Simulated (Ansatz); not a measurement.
Basis-set extrapolation for `C1=C[SiH2]1` (PBE0-D4/def2-TZVP geometry, frozen core, the Gaussian-basis code of Ansatz). Multiplicity 1, RHF reference.

```csv
,def2-TZVPP,def2-QZVPP
HF,-366.956107,-366.968618
MP2 correlation,-0.434619,-0.463426
CCSD(T) correlation,-0.486776,not run
```

Energies in hartree. Use E(X) = E(∞) + A·exp(−7.88·√X) for Hartree–Fock and E(X) = E(∞) + B·X^(−2.97) for correlation, with X = 3 and 4, and add CCSD(T) minus MP2 of the smaller set to the MP2 limit.

Problem. What is the CCSD(T) energy at the basis-set limit?

Solution. HF limit: -366.968618 + (-0.012511) × 0.13774 = -366.97034. MP2 limit: -0.463426 + (-0.028807) × 0.74074 = -0.48476. Higher-order term: -0.486776 − (-0.434619) = -0.05216. Total: -367.50726 hartree, 169.0 kJ/mol below CCSD(T)/def2-TZVPP.
